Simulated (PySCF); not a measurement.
Species: H2O2.
Cartesian coordinates in Å at the GFN2-xTB level; atoms count from 1:
```xyz
4
H2O2 angstrom
O      0.5779   -0.0207    0.4103
O     -0.5730    0.0237   -0.4220
H      1.2958    0.0193   -0.2344
H     -1.2904   -0.0176    0.2232
```

Computed, not measured: PySCF 2.14.0, density-fitted response routines, TDDFT CAM-B3LYP/def2-SVPD, vertical, gas phase, core orbitals frozen in the response.

Ground-to-excited transition dipoles (e·a0, same axes as the geometry; the sign carries no meaning), for the states with f of 0.002 or more among the lowest 7:

```json
{"state": "S1", "E (eV)": "5.540", "μx": "0.001", "μy": "-0.149", "μz": "-0.009"}
{"state": "S3", "E (eV)": "7.537", "μx": "0.001", "μy": "-0.211", "μz": "-0.012"}
{"state": "S4", "E (eV)": "8.777", "μx": "0.370", "μy": "-0.029", "μz": "0.511"}
{"state": "S5", "E (eV)": "9.091", "μx": "-0.001", "μy": "0.337", "μz": "0.020"}
{"state": "S7", "E (eV)": "9.498", "μx": "0.210", "μy": "-0.003", "μz": "0.065"}
```

(1) What oscillator strength does each state have?

(2) What is the point group, and which symmetry does each of these states have?

(3) All atoms lie in one plane. Which transitions are polarised in it and which across it?

(4) What angle do the transition dipoles of S5 and S7 make?

(5) How is the summed strength of these states shared among x, y and z?

(6) What peak molar absorption coefficient would the strongest computed level give as a lone Gaussian band 0.3 eV wide at half height?

Results:

(1) f = (2/3) ΔE |μ|² with ΔE in hartree (27.2114 eV).

| state | \|μ\|² (au) | \|μ\| (D) | f |
| --- | --- | --- | --- |
| S1 | 0.022 | 0.38 | 0.003 |
| S3 | 0.045 | 0.54 | 0.008 |
| S4 | 0.399 | 1.61 | 0.086 |
| S5 | 0.114 | 0.86 | 0.025 |
| S7 | 0.048 | 0.56 | 0.011 |

(2) C2h. From a totally symmetric ground state, an allowed state transforms like the component of the dipole operator along its μ. Polarised along the twofold axis, so Au: S1, S3 and S5. Polarised across the twofold axis, so Bu: S4 and S7.

(3) In the plane: S4 and S7. Perpendicular: S1, S3 and S5. In-plane polarisation joins two orbitals of the same parity under reflection in the plane (π with π, or σ with σ, in-plane lone pairs counted as σ); perpendicular polarisation joins orbitals of opposite parity.

(4) |cos θ| = |μa·μb| / (|μa| |μb|) = 0.00, so θ ≈ 90° (taken between 0 and 90°, since the signs are arbitrary).

(5) (2/3) Σ ΔE μα² gives 0.040 for x, 0.037 for y and 0.057 for z, 0.134 in all.

(6) ε(max) = 2.175×10⁸ f / FWHM, with the width in cm⁻¹. S4: 2.175×10⁸ × 0.0858 / 2420 ≈ 7700 L mol⁻¹ cm⁻¹.

Hardware: an x86-64 server with one thread, on a shared host. Cost: 2.7 s of wall time.
